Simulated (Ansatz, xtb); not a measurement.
## Two isomers of C2HFN2O

We compare X, `Fc1ncno1`, a singlet, with Y, `Fc1ncon1`, a singlet. Both are isolated molecules in the gas phase, relaxed with B3LYP/def2-SVP.

Task: Which of the two would you expect CCSD(T)/def2-SVP + ΔMP2/def2-TZVPP electronic energies to favour?

Result: Too close to call at this level: CCSD(T)/def2-SVP + ΔMP2/def2-TZVPP gives E(Y) − E(X) = +1.35 kJ/mol.

Level by level:

```
                             level        geometry  E(Y) − E(X) (kJ/mol)  departure from the last row (kJ/mol)  job, with rough time for the two
                          GFN2-xTB        GFN2-xTB                   −1.47                                 −2.81             optimisation, 0.067 s
                         HF/STO-3G        GFN2-xTB                   +7.97                                 +6.62               single point, 0.2 s
                r2SCAN-D4/def2-SVP        GFN2-xTB                   −0.36                                 −1.71               single point, 2.3 s
                    B3LYP/def2-SVP  B3LYP/def2-SVP                   +0.15                                 −1.19                optimisation, 17 s
                       HF/def2-SVP  B3LYP/def2-SVP                   +4.01                                 +2.66           part of the CCSD(T) run
                      MP2/def2-SVP  B3LYP/def2-SVP                   +1.31                                 −0.04           part of the CCSD(T) run
                  CCSD(T)/def2-SVP  B3LYP/def2-SVP                   +1.51                                 +0.16                      single point
CCSD(T)/def2-SVP + ΔMP2/def2-TZVPP  B3LYP/def2-SVP                   +1.35                                                      single point, 16 s
```

As drawn, both hold the same kinds of bond in the same numbers.

The largest departure from CCSD(T)/def2-SVP + ΔMP2/def2-TZVPP is that of HF/STO-3G, 6.62 kJ/mol. The last row adds to CCSD(T) the change of the MP2 difference between the two basis sets, here −0.16 kJ/mol.

With harmonic frequencies from B3LYP/def2-SVP (ideal gas, rigid rotor, one conformer each, 298.15 K, 1 atm): on the last row, ΔE + ΔZPE = +1.36, ΔH = +1.30, ΔG = +1.38 kJ/mol.

The correlated steps freeze 6 core orbitals. Run with Ansatz 0.2.0, xtb 6.7.1; the last row on 2 threads of Arm Neoverse V2 on a shared host.
